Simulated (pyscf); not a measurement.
A first-order saddle from PySCF, ωB97X-D3(BJ)/def2-SVP:

```xyz
7

O     -0.0588     0.1660     0.3527
Al    -1.5952    -0.1891     1.1529
H      0.9417    -0.1311     0.4044
H     -2.8120     0.6100     0.5745
H     -1.4816    -1.2423     2.3068
Cl     2.1756     0.6488    -0.8462
H      0.3028     0.7590    -0.4280
```

Surface: singlet, charge 0. Lowest wavenumbers (cm⁻¹): 952i, 20, 150, 305, 387.

Name the species on either side of this saddle.

HO–AlH₂ + HCl ⇌ HO–AlH₂ + HCl, a four-centre exchange read from left to right: H–O, Cl–H broken and H–O, Cl–H formed. At CCSD(T)/def2-TZVPP + ΔMP2(QZVPP) it lies +22.4 kcal/mol from the left side and +22.4 kcal/mol from the right (each side as separated species at their lowest minima found). On the reactant side the descent ends in a complex, 6.6 kcal/mol under the separated species and 28.1 kcal/mol under the saddle at ωB97X-D3(BJ)/def2-TZVP. On the product side the descent ends in a complex, 6.6 kcal/mol under the separated species and 28.1 kcal/mol under the saddle at ωB97X-D3(BJ)/def2-TZVP. The same reactants have a lower exit, to HO–AlH–Cl + H₂ (barrier -0.3 kcal/mol at ωB97M-D3(BJ), against +20.8 kcal/mol here). This is the saddle that the search found; another between the same sides may lie lower. The CCSD(T) − MP2 part came from Ansatz, without density fitting, on the same reference.
